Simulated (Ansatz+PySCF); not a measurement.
**Stretching singlet BH**

The B–H distance is varied.

Basis set: 6-31G (spherical functions). Left uncorrelated: 1 orbital. Charge 0, multiplicity 1.

Computed with Ansatz (development build ahead of 0.2.0) and PySCF 2.14.0, each point on the determinant that the search for low states chose. Each curve is measured from its own lowest point listed.

```csv
r(B–H) (Å),RHF (eV),UHF-MP2 (eV),RHF-CCSD(T) (eV)
1.127,0.128,0.145,0.205
1.252,0.000,0.000,0.000
1.378,0.160,0.140,0.078
1.503,0.463,0.418,0.293
1.628,0.832,0.754,0.567
1.691,1.028,0.930,0.713
1.816,1.432,1.287,1.008
1.941,1.839,1.781,1.295
2.066,2.242,2.073,1.567
2.192,2.637,2.298,1.818
2.317,3.019,2.454,2.042
2.442,3.386,2.564,2.238
2.567,3.737,2.641,2.404
2.630,3.905,2.670,2.475
2.755,4.229,2.716,2.596
2.880,4.534,2.749,2.690
3.006,4.822,2.772,2.758
3.131,5.094,2.789,2.806
```

(1) Give the PBE0 (unrestricted) curve at the same distances.

Answers

(1) r (Å), E (eV) and a bar:
```
    1.127      0.165 ##
    1.252      0.000
    1.378      0.116 #
    1.503      0.371 ###
    1.628      0.689 ######
    1.691      0.860 ########
    1.816      1.215 ###########
    1.941      1.573 ##############
    2.066      1.926 ##################
    2.192      2.267 #####################
    2.317      2.553 #######################
    2.442      2.766 #########################
    2.567      2.927 ###########################
    2.630      2.992 ###########################
    2.755      3.098 ############################
    2.880      3.179 #############################
    3.006      3.240 ##############################
    3.131      3.285 ##############################
```

Caution for RHF at some points, RHF-CCSD(T) at some points: an unrestricted determinant lies well below. Caution for UHF-MP2 at some points: a plain start can end on a higher determinant; another reference gives a lower total. Caution for UHF-MP2 at some points, RHF-CCSD(T) at some points: bonds are stretched, where a single reference can fail; large amplitudes, a single reference is doubtful. Caution for UHF-MP2 at some points, PBE0 (unrestricted) at some points: the unrestricted determinant is a mixture of spin states. Caution for RHF-CCSD(T) at some points: the amplitudes may be one of several solutions; very large amplitudes, the method is breaking down. Caution for PBE0 (unrestricted) at some points: charge can spread falsely over distant fragments.
